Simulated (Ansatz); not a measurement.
Al2H4S, SMILES [AlH2][S][AlH2], the energy of protonation at one site

Computed with the Python package of Ansatz (0.2.0).

Notebook, run cell by cell (the value of a cell's last expression is shown):

In [1]:
```python
import ansatz as az
from ase import Atoms
import numpy as np

atoms = Atoms(['Al', 'S', 'Al', 'H', 'H', 'H', 'H'], positions=[
    (-1.3715, 0.2618, -0.7382),
    (-0.894, -1.005, 1.0218),
    (1.2664, -0.4367, 0.8519),
    (-1.2977, -0.2849, -2.2316),
    (-1.7978, 1.8338, -0.5402),
    (1.8505, 0.8566, 1.6453),
    (2.3055, -1.2936, -0.0549),
])
mol = az.Crystal.molecule_from_ase(atoms)
```

In [2]:
```python
job = mol.calculation().basis(gaussian='def2-SVP').functional('r2SCAN')
symbols = [site.symbol for site in mol.cartesian_sites]
start = np.array([site.position_ang for site in mol.cartesian_sites], dtype=float)
data = job.relax(force_tolerance=0.01).run(threads=1, backend='cpu').report
end = np.array(data['positions_ang'])
```

In [3]:
```python
away = sum((end[1] - end[j]) / np.linalg.norm(end[1] - end[j]) for j in [0, 2]) + np.array([0.15, 0.1, -0.2])
proton = end[1] + 1.4 * away / np.linalg.norm(away)
acid = az.Crystal.molecule()
for symbol, place in zip(symbols, end):
    acid = acid.atom(symbol, place.tolist())
acid = acid.atom('H', proton.tolist())
protonated = (
    acid.calculation()
    .basis(gaussian='def2-SVP')
    .functional('r2SCAN')
    .charge(1)
    .relax(force_tolerance=0.01, max_steps=80)
)
after = protonated.run(threads=1, backend='cpu').report
xyz = np.array(after['positions_ang'])
reach = np.linalg.norm(xyz[:-1] - xyz[-1], axis=1)
print(f'base {data["free_energy_ev"]:.5f} eV, protonated {after["free_energy_ev"]:.5f} eV')
print(f'the proton ends {reach.min():.3f} A from {symbols[reach.argmin()]}{reach.argmin()}')
print(f'electronic proton affinity {23.060548 * (data["free_energy_ev"] - after["free_energy_ev"]):.1f} kcal/mol')
```
```text
base -24086.06153 eV, protonated -24094.40723 eV
the proton ends 1.356 A from S1
electronic proton affinity 192.5 kcal/mol
```

Notes:
- Total energies depend on the basis set; only differences at equal settings carry meaning.
- The proton is put on one chosen atom, which needn't be the most basic site, so the molecule's proton affinity can be higher; the ends are stationary points, not checked by frequencies, and zero-point and thermal terms count only where printed.
- The whole script took 2.6 min on 1 thread of Arm Neoverse V1 (shared host), peak memory 0.22 GiB.
